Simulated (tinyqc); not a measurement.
Worked calculation: G0W0 on RHF in the sto-3g basis, for H2O, spin multiplicity 1. One step of it, computed by the program tinyqc.

Task: Integrals over molecular orbitals. (pq|rs) = sum C_ip C_jq C_kr C_ls (ij|kl), one index at a time.

coefficients C:
```
              MO1        MO2        MO3        MO4       MO5        MO6        MO7
1O 1s    0.994262  -0.236084   0.000000   0.093560  0.000000  -0.126748   0.000000
1O 2s    0.025364   0.859365   0.000000  -0.485846  0.000000   0.794074   0.000000
1O 2px   0.000000   0.000000   0.000000   0.000000  1.000000   0.000000   0.000000
1O 2py   0.000000   0.000000   0.591336   0.000000  0.000000   0.000000   0.979371
1O 2pz   0.003454   0.098810   0.000000   0.792866  0.000000   0.686640   0.000000
2H 1s   -0.005315   0.154923   0.445373   0.292719  0.000000  -0.760916  -0.777220
3H 1s   -0.005315   0.154923  -0.445373   0.292719  0.000000  -0.760916   0.777220
```

core Hamiltonian H = T + V (hartree), lower triangle:
```
             1O 1s      1O 2s     1O 2px     1O 2py     1O 2pz      2H 1s      3H 1s
1O 1s   -32.647578
1O 2s    -7.595445  -9.267280
1O 2px    0.000000   0.000000  -7.402213
1O 2py    0.000000   0.000000   0.000000  -7.553119
1O 2pz   -0.014651  -0.176088   0.000000   0.000000  -7.464770
2H 1s    -1.484877  -3.315156   0.000000  -1.979978  -1.322975  -4.787439
3H 1s    -1.484877  -3.315156   0.000000   1.979978  -1.322975  -1.157718  -4.787439
```

Two-electron integrals (ij|kl) in chemists' order, unique and non-zero (hartree):
```
(11|11) 4.785065    (21|11) 0.741380    (21|21) 0.136873    (22|11) 1.118947
(22|21) 0.256633    (22|22) 0.817206    (31|31) 0.024477    (32|31) 0.037809
(32|32) 0.180518    (33|11) 1.115814    (33|21) 0.256684    (33|22) 0.817023
(33|33) 0.880159    (41|41) 0.024477    (42|41) 0.037809    (42|42) 0.180518
(43|43) 0.047444    (44|11) 1.115814    (44|21) 0.256684    (44|22) 0.817023
(44|33) 0.785270    (44|44) 0.880159    (51|51) 0.024477    (52|51) 0.037809
(52|52) 0.180518    (53|53) 0.047444    (54|54) 0.047444    (55|11) 1.115814
(55|21) 0.256684    (55|22) 0.817023    (55|33) 0.785270    (55|44) 0.785270
(55|55) 0.880159    (61|11) 0.145821    (61|21) 0.026698    (61|22) 0.049749
(61|33) 0.049653    (61|41) 0.001036    (61|42) 0.001942    (61|44) 0.049862
(61|51) 0.000667    (61|52) 0.001250    (61|54) 0.000135    (61|55) 0.049739
(61|61) 0.005276    (62|11) 0.358386    (62|21) 0.083243    (62|22) 0.293921
(62|33) 0.288897    (62|41) 0.005259    (62|42) 0.040344    (62|44) 0.299353
(62|51) 0.003386    (62|52) 0.025975    (62|54) 0.006732    (62|55) 0.293232
(62|61) 0.016559    (62|62) 0.131403    (63|31) 0.008666    (63|32) 0.050608
(63|43) 0.008360    (63|53) 0.005382    (63|63) 0.018624    (64|11) 0.218315
(64|21) 0.051360    (64|22) 0.193629    (64|33) 0.184864    (64|41) 0.011506
(64|42) 0.075741    (64|44) 0.208200    (64|51) 0.001829    (64|52) 0.016182
(64|54) 0.009643    (64|55) 0.187607    (64|61) 0.010664    (64|62) 0.105154
(64|64) 0.101799    (65|11) 0.140563    (65|21) 0.033068    (65|22) 0.124669
(65|33) 0.119025    (65|41) 0.001829    (65|42) 0.016182    (65|44) 0.123285
(65|51) 0.009843    (65|52) 0.061027    (65|54) 0.011103    (65|55) 0.131556
(65|61) 0.006866    (65|62) 0.067703    (65|64) 0.053553    (65|65) 0.053104
(66|11) 0.501257    (66|21) 0.118320    (66|22) 0.479421    (66|33) 0.460101
(66|41) 0.009598    (66|42) 0.101799    (66|44) 0.500652    (66|51) 0.006179
(66|52) 0.065544    (66|54) 0.026109    (66|55) 0.476911    (66|61) 0.023741
(66|62) 0.271001    (66|64) 0.247542    (66|65) 0.159380    (66|66) 0.774606
(71|11) 0.145821    (71|21) 0.026698    (71|22) 0.049749    (71|33) 0.049653
(71|41) -0.001036   (71|42) -0.001942   (71|44) 0.049862    (71|51) 0.000667
(71|52) 0.001250    (71|54) -0.000135   (71|55) 0.049739    (71|61) 0.005183
(71|62) 0.015969    (71|64) 0.009414    (71|65) 0.006628    (71|66) 0.022625
(71|71) 0.005276    (72|11) 0.358386    (72|21) 0.083243    (72|22) 0.293921
(72|33) 0.288897    (72|41) -0.005259   (72|42) -0.040344   (72|44) 0.299353
(72|51) 0.003386    (72|52) 0.025975    (72|54) -0.006732   (72|55) 0.293232
(72|61) 0.015969    (72|62) 0.103823    (72|64) 0.057694    (72|65) 0.051885
(72|66) 0.172742    (72|71) 0.016559    (72|72) 0.131403    (73|31) 0.008666
(73|32) 0.050608    (73|43) -0.008360   (73|53) 0.005382    (73|63) 0.014135
(73|73) 0.018624    (74|11) -0.218315   (74|21) -0.051360   (74|22) -0.193629
(74|33) -0.184864   (74|41) 0.011506    (74|42) 0.075741    (74|44) -0.208200
(74|51) -0.001829   (74|52) -0.016182   (74|54) 0.009643    (74|55) -0.187607
(74|61) -0.009414   (74|62) -0.057694   (74|64) -0.018495   (74|65) -0.028225
(74|66) -0.086450   (74|71) -0.010664   (74|72) -0.105154   (74|74) 0.101799
(75|11) 0.140563    (75|21) 0.033068    (75|22) 0.124669    (75|33) 0.119025
(75|41) -0.001829   (75|42) -0.016182   (75|44) 0.123285    (75|51) 0.009843
(75|52) 0.061027    (75|54) -0.011103   (75|55) 0.131556    (75|61) 0.006628
(75|62) 0.051885    (75|64) 0.028225    (75|65) 0.039667    (75|66) 0.094141
(75|71) 0.006866    (75|72) 0.067703    (75|74) -0.053553   (75|75) 0.053104
(76|11) 0.116083    (76|21) 0.027179    (76|22) 0.103255    (76|33) 0.101085
(76|44) 0.103456    (76|51) 0.001780    (76|52) 0.015934    (76|55) 0.105115
(76|61) 0.005334    (76|62) 0.044587    (76|64) 0.030980    (76|65) 0.025843
(76|66) 0.092945    (76|71) 0.005334    (76|72) 0.044587    (76|74) -0.030980
(76|75) 0.025843    (76|76) 0.018428    (77|11) 0.501257    (77|21) 0.118320
(77|22) 0.479421    (77|33) 0.460101    (77|41) -0.009598   (77|42) -0.101799
(77|44) 0.500652    (77|51) 0.006179    (77|52) 0.065544    (77|54) -0.026109
(77|55) 0.476911    (77|61) 0.022625    (77|62) 0.172742    (77|64) 0.086450
(77|65) 0.094141    (77|66) 0.304133    (77|71) 0.023741    (77|72) 0.271001
(77|74) -0.247542   (77|75) 0.159380    (77|76) 0.092945    (77|77) 0.774606
```

Give: one-electron integrals over orbitals h = C^T H C; Two-electron integrals over orbitals.

Result:

one-electron integrals over orbitals h = C^T H C (hartree), lower triangle:
```
          1        2        3        4        5        6        7
1  -32.6303
2    0.5649  -7.5984
3    0.0000   0.0000  -6.1670
4   -0.2092   0.4674   0.0000  -6.8657
5    0.0000   0.0000   0.0000   0.0000  -7.4022
6    0.2933  -1.3074   0.0000  -1.1429   0.0000  -5.2280
7    0.0000   0.0000  -1.7687   0.0000   0.0000   0.0000  -5.6014
```

Two-electron integrals over orbitals (pq|rs), unique and non-zero (hartree):
```
(11|11) 4.7454      (21|11) -0.4228     (21|21) 0.0596      (22|11) 1.0103
(22|21) -0.0143     (22|22) 0.7210      (31|31) 0.0103      (32|31) 0.0169
(32|32) 0.1392      (33|11) 0.7728      (33|21) -0.0045     (33|22) 0.6255
(33|33) 0.6102      (41|11) 0.1661      (41|21) -0.0211     (41|22) 0.0135
(41|33) 0.0056      (41|41) 0.0262      (42|11) -0.1313     (42|21) 0.0082
(42|22) -0.0100     (42|33) 0.0057      (42|41) 0.0203      (42|42) 0.1289
(43|31) -0.0025     (43|32) 0.0257      (43|43) 0.0487      (44|11) 0.9879
(44|21) -0.0125     (44|22) 0.6778      (44|33) 0.5831      (44|41) -0.0108
(44|42) -0.1034     (44|44) 0.7622      (51|51) 0.0260      (52|51) 0.0329
(52|52) 0.1474      (53|53) 0.0272      (54|51) -0.0121     (54|52) -0.0433
(54|54) 0.0520      (55|11) 1.1153      (55|21) -0.0119     (55|22) 0.7499
(55|33) 0.6118      (55|41) 0.0046      (55|42) -0.0707     (55|44) 0.7207
(55|55) 0.8802      (61|11) -0.2273     (61|21) 0.0340      (61|22) -0.0027
(61|33) -1.13e-04   (61|41) 0.0008      (61|42) 0.0198      (61|44) -0.0171
(61|55) -0.0061     (61|61) 0.0282      (62|11) 0.2918      (62|21) -0.0069
(62|22) 0.1360      (62|33) 0.0662      (62|41) 0.0181      (62|42) 0.0261
(62|44) 0.0840      (62|55) 0.1524      (62|61) 0.0065      (62|62) 0.0970
(63|31) 0.0025      (63|32) -0.0462     (63|43) -0.0343     (63|63) 0.0801
(64|11) 0.2316      (64|21) -0.0025     (64|22) 0.1072      (64|33) 0.0427
(64|41) 0.0034      (64|42) -0.0280     (64|44) 0.1230      (64|55) 0.1253
(64|61) 3.53e-04    (64|62) 0.0642      (64|64) 0.0744      (65|51) 0.0151
(65|52) 0.0576      (65|54) 0.0012      (65|65) 0.0367      (66|11) 0.7702
(66|21) -0.0070     (66|22) 0.5926      (66|33) 0.5555      (66|41) 0.0196
(66|42) 0.0566      (66|44) 0.5395      (66|55) 0.5737      (66|61) 0.0076
(66|62) 0.0875      (66|64) 0.0455      (66|66) 0.5805      (71|31) 0.0149
(71|32) 0.0229      (71|43) -0.0037     (71|63) 0.0030      (71|71) 0.0215
(72|31) 0.0144      (72|32) 0.0487      (72|43) -0.0296     (72|63) 0.0323
(72|71) 0.0196      (72|72) 0.0656      (73|11) 0.3690      (73|21) -0.0072
(73|22) 0.1549      (73|33) 0.0901      (73|41) -3.96e-04   (73|42) -0.0711
(73|44) 0.1602      (73|55) 0.1976      (73|61) -0.0061     (73|62) 0.0754
(73|64) 0.0829      (73|66) 0.0394      (73|73) 0.1526      (74|31) -0.0084
(74|32) -0.0720     (74|43) -0.0027     (74|63) 0.0500      (74|71) -0.0120
(74|72) -0.0178     (74|74) 0.0660      (75|53) 0.0240      (75|75) 0.0255
(76|31) 0.0088      (76|32) 0.0974      (76|43) 0.0540      (76|63) -0.0731
(76|71) 0.0122      (76|72) -0.0041     (76|74) -0.0575     (76|76) 0.1189
(77|11) 0.8705      (77|21) -0.0097     (77|22) 0.6198      (77|33) 0.5970
(77|41) 0.0036      (77|42) -0.0196     (77|44) 0.6024      (77|55) 0.6241
(77|61) -0.0051     (77|62) 0.0671      (77|64) 0.0471      (77|66) 0.5545
(77|73) 0.1031      (77|77) 0.6140
```
